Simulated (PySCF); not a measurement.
Energies from PySCF, thermal terms from the rigid-rotor harmonic-oscillator model, ideal gas at 1 bar. 'Table' is the NASA 1993 thermochemical table (part measured, part estimated). All species are closed-shell singlets. The harmonic model lacks anharmonicity and excited electronic states, which grow with temperature; levels with a mode under 35 cm⁻¹ are left out. The table's entry may be an old estimate for Li₂ (not checked at source).

Harmonic frequencies at PBE/def2-SVP (cm⁻¹): 325. Point group D∞h; S°(298 K) = 197.8 J/mol/K at this level.

**Question.** Work out Cp and S° of gaseous Li₂ at 500, 800, 1200, 1600, 2000 K from these, and set them beside the table.

**Answer.** 
```json
[
 {"T (K)": "500", "Cp PBE/def2-SVP": "36.8", "Cp table": "37.5", "S° PBE/def2-SVP": "216.7", "S° table": "216.1"},
 {"T (K)": "800", "Cp PBE/def2-SVP": "37.2", "Cp table": "38.5", "S° PBE/def2-SVP": "234.1", "S° table": "233.9"},
 {"T (K)": "1200", "Cp PBE/def2-SVP": "37.3", "Cp table": "37.6", "S° PBE/def2-SVP": "249.2", "S° table": "249.5"},
 {"T (K)": "1600", "Cp PBE/def2-SVP": "37.4", "Cp table": "35.8", "S° PBE/def2-SVP": "259.9", "S° table": "260.1"},
 {"T (K)": "2000", "Cp PBE/def2-SVP": "37.4", "Cp table": "35.4", "S° PBE/def2-SVP": "268.3", "S° table": "268.0"}
]
```
Units J/mol/K.
